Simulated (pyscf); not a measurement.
Structures and frequencies: ωB97X-D3(BJ)/def2-SVP in PySCF.

Task: What is the homolytic dissociation enthalpy (298 K, ωB97M-D3(BJ)/def2-TZVP) of the F–Si bond of H₃C–Si(F)(SiH₃)–SiH₃ (SMILES C[Si](F)([SiH3])[SiH3]), to H₃C–Si•(SiH₃)–SiH₃ + F•?

Result: F–Si to H₃C–Si•(SiH₃)–SiH₃ + F•: 144.2 kcal/mol. The 7 functionals that were run give +138.9 (PBE0-D3(BJ)) to +144.2 kcal/mol (ωB97M-D3(BJ)). Other isomers of H₃C–Si•(SiH₃)–SiH₃ were not searched in full and may lie lower. Left out: the spin-orbit lowering of F.
